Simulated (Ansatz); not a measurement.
Smallest direct gap on the k points sampled of antifluorite Mg2Si at several levels of theory

No measured value is used here.

```json
[
 {"level (code)": "LDA (Ansatz)", "value (eV)": "1.74", "cell (Å³/atom)": "21.31"},
 {"level (code)": "PBE (Ansatz)", "value (eV)": "1.89", "cell (Å³/atom)": "21.31"},
 {"level (code)": "revPBE (Ansatz)", "value (eV)": "1.80", "cell (Å³/atom)": "21.94"},
 {"level (code)": "PBE-D3(BJ) (Ansatz)", "value (eV)": "(withheld)", "cell (Å³/atom)": "20.57"},
 {"level (code)": "rVV10 (Ansatz)", "value (eV)": "(withheld)", "cell (Å³/atom)": "21.43"},
 {"level (code)": "HSE06 (Ansatz)", "value (eV)": "2.50", "cell (Å³/atom)": "21.31"},
 {"level (code)": "LC-ωPBE (Ansatz)", "value (eV)": "6.96", "cell (Å³/atom)": "20.65"},
 {"level (code)": "Hartree–Fock (Ansatz)", "value (eV)": "(withheld)", "cell (Å³/atom)": "21.31"},
 {"level (code)": "G0W0@PBEsol (Ansatz)", "value (eV)": "2.34", "cell (Å³/atom)": "21.34"}
]
```

Task: What belongs in the gaps?

Result: 
- PBE-D3(BJ) (Ansatz, a first-principles code), value (eV): 2.10
- rVV10 (Ansatz), value (eV): 1.84
- Hartree–Fock (Ansatz), value (eV): 7.64

At these levels the smallest gap is indirect and lower: LDA 0.16, PBE 0.21, revPBE 0.27, PBE-D3(BJ) 0.17, rVV10 0.33, HSE06 0.57, LC-ωPBE 4.13, Hartree–Fock 4.87, G0W0@PBEsol 0.63 eV. Computed values are for a static lattice.  Values are at the measured cell; revPBE at the level's own relaxed cell; PBE-D3(BJ) at the level's own relaxed cell; rVV10 at the level's own relaxed cell; LC-ωPBE at the level's own equilibrium cell. Cutoffs and k meshes differ between the levels. Ansatz's density-functional and Hartree–Fock values are scalar-relativistic unless marked +SOC, with PAW data made under PBE.
